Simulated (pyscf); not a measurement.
H₃C–CH₃ + ZnH• → H₃C–ZnH + CH₃• (substitution at C; doublet surface; C–C broken, C–Zn formed). Single points on ωB97X-D3(BJ)/def2-SVP structures (PySCF, gas phase). Energies in eV from the separated reactants.

```tsv
level	barrier	reaction energy
ωB97X-D3(BJ)/def2-TZVP	2.21	+0.87
PBE/def2-TZVP	(withheld)	+0.99
r²SCAN/def2-TZVP	1.94	+0.81
PBE0-D3(BJ)/def2-TZVP	2.09	+1.01
M06-2X/def2-TZVP	2.24	+1.14
HF/def2-TZVP	(withheld)	(withheld)
```

**Question.** Some entries are withheld; supply them.

**Answer.** 
- PBE/def2-TZVP, barrier: 1.86
- HF/def2-TZVP, barrier: 2.91
- HF/def2-TZVP, reaction energy: +0.98

The functionals in the table span 0.38 eV in this barrier, from PBE to M06-2X. This is the saddle that the search found; another between the same sides may lie lower. The angle at the attacked C is 180°. Elements up to Kr have no core potential and no relativistic terms here.
